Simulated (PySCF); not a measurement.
# [BH3]− (SMILES [BH3-]) at UCCSD(T)/6-31G

Aim: the energy change on altering one bond length of [BH3]− at UCCSD(T)/6-31G, from 2 runs. Input form: a Python script.

The calculation is run with PySCF 2.14.0.

6 further runs of the same task are left out: 6 set aside as unsound or not needed.

### Step 1. The system as given

[BH3]−: 4 atoms, total charge -1, spin state doublet. As SMILES, `[BH3-]`. The coordinates come from a GFN2-xTB relaxation.

Bond lengths: B1–H2 1.254 Å, B1–H3 1.254 Å, B1–H4 1.254 Å. Angles: H2–B1–H3 111.5°, H2–B1–H4 111.5°, H3–B1–H4 111.5°.

### Step 2. The energy at UCCSD(T)/6-31G

Input file input.xyz:

```xyz
4

B      0.150430    -0.037330    -0.233800
H      0.917080     0.452560     0.628490
H     -0.279230    -1.161080     0.118390
H     -0.788270     0.745860    -0.513080
```

Input file input.py:

```python
from pyscf import gto, cc

mol = gto.Mole()
mol.atom = 'input.xyz'
mol.verbose = 3
mol.spin = 1
mol.max_memory = 1860
mol.basis = '6-31g'
mol.charge = -1
mol.build()

myscf = mol.UHF()
myscf.conv_tol = 1e-10
myscf.kernel()
if not myscf.converged:
    myscf = myscf.newton().run(myscf.mo_coeff, myscf.mo_occ)

mycc = cc.CCSD(myscf, frozen=1)
mycc.kernel()
e_t = mycc.ccsd_t()
etot = mycc.e_tot + e_t
print(f'total energy: {etot:.8f} hartree')
```

Launch:

```console
$ OMP_NUM_THREADS=1 python input.py
```

Log:

```text
converged SCF energy = -26.3190005226933  <S^2> = 0.75941353  2S+1 = 2.0093915
E(UCCSD) = -26.39816452573075  E_corr = -0.07916400303745245
UCCSD(T) correction = -0.00118054442218361
total energy: -26.39934507 hartree
```

Wall time 0.84 s (1 thread of Arm Neoverse V1, shared host); peak memory 0.12 GiB.

### Step 3. The distorted shape

Input file input.py:

```python
from pyscf import gto, cc

mol = gto.M(
    atom='''
B     -0.462878    -0.429235    -0.923619
H      0.917080     0.452560     0.628490
H     -0.892538    -1.552985    -0.571429
H     -1.401578     0.353955    -1.202899
''',
    charge=-1,
    basis='6-31g',
    max_memory=1860,
    verbose=4,
    spin=1,
)

hf = mol.UHF()
hf.conv_tol = 1e-10
hf.kernel()
if not hf.converged:
    hf = hf.newton().run(hf.mo_coeff, hf.mo_occ)

mycc = cc.CCSD(hf, frozen=1)
mycc.kernel()
e_t = mycc.ccsd_t()
e_tot = mycc.e_tot + e_t
print('E(%s) = %.9f' % ('CCSD(T)', e_tot))
```

Launch:

```console
$ OMP_NUM_THREADS=1 python input.py
```

Log:

```text
PySCF version 2.14.0

[INPUT] num. atoms = 4
[INPUT] num. electrons = 9
[INPUT] charge = -1
[INPUT] spin (= nelec alpha-beta = 2S) = 1
[INPUT] symmetry False subgroup None
[INPUT] Mole.unit = angstrom
[INPUT] Symbol           X                Y                Z      unit          X                Y                Z       unit  Magmom
[INPUT]  1 B     -0.462878000000  -0.429235000000  -0.923619000000 AA   -0.874712649086  -0.811136593078  -1.745386953445 Bohr   0.0
[INPUT]  2 H      0.917080000000   0.452560000000   0.628490000000 AA    1.733030034316   0.855214454933   1.187673972028 Bohr   0.0
[INPUT]  3 H     -0.892538000000  -1.552985000000  -0.571429000000 AA   -1.686652375767  -2.934716325558  -1.079844309634 Bohr   0.0
[INPUT]  4 H     -1.401578000000   0.353955000000  -1.202899000000 AA   -2.648598562216   0.668878010420  -2.273149665513 Bohr   0.0

nuclear repulsion = 6.00666158992955
number of shells = 11
number of NR pGTOs = 34
number of NR cGTOs = 15
basis = 6-31g
ecp = {}

[... 113 lines left out ...]
converged SCF energy = -26.2336265018403  <S^2> = 0.9754632  2S+1 = 2.2140128
[... 12 lines left out ...]
Init t2, MP2 energy = -0.0560204060478824
[... 19 lines left out ...]
UCCSD converged
[... 2 lines left out ...]
E(CCSD(T)) = -26.319808439
```

Wall time 0.97 s (1 thread of Arm Neoverse V1, shared host); peak memory 0.12 GiB.

### Step 4. Results

Level: UCCSD(T)/6-31G, 1 core orbital frozen.

```
                                                                   quantity         value
                                                  first shape: total energy  -26.39935 Eh
    first shape: HOMO energy (Hartree–Fock orbitals) (highest over α and β)      -0.33 eV
     first shape: LUMO energy (Hartree–Fock orbitals) (lowest over α and β)      11.39 eV
                    first shape: correlation energy (1 core orbital frozen)     -80.3 mEh
                                                first shape: (T) correction     -1.18 mEh
                             first shape: ⟨S²⟩ of the reference determinant         0.759
                                                 first shape: T1 diagnostic         0.008
                                              distorted shape: total energy  -26.31981 Eh
distorted shape: HOMO energy (Hartree–Fock orbitals) (highest over α and β)      -0.76 eV
 distorted shape: LUMO energy (Hartree–Fock orbitals) (lowest over α and β)       9.74 eV
                distorted shape: correlation energy (1 core orbital frozen)     -86.2 mEh
                                            distorted shape: (T) correction     -2.16 mEh
                         distorted shape: ⟨S²⟩ of the reference determinant         0.975
                                             distorted shape: T1 diagnostic         0.059
          energy change with the B1–H2 bond stretched from 1.254 to 2.256 Å      2.164 eV
```

With the B1–H2 bond stretched from 1.254 to 2.256 Å the energy rises by 2.16 eV (209 kJ/mol). The first shape isn't relaxed at this level, so the change isn't measured from a minimum. The triples (first shape) make up 1.5 % of the correlation energy. ⟨S²⟩ (distorted shape) is 0.98 where a pure doublet has 0.75: the reference is spin-contaminated. The T1 diagnostic (distorted shape) of 0.059 is above the customary mark for such species, so a single reference may not serve. The triples (distorted shape) make up 2.5 % of the correlation energy.
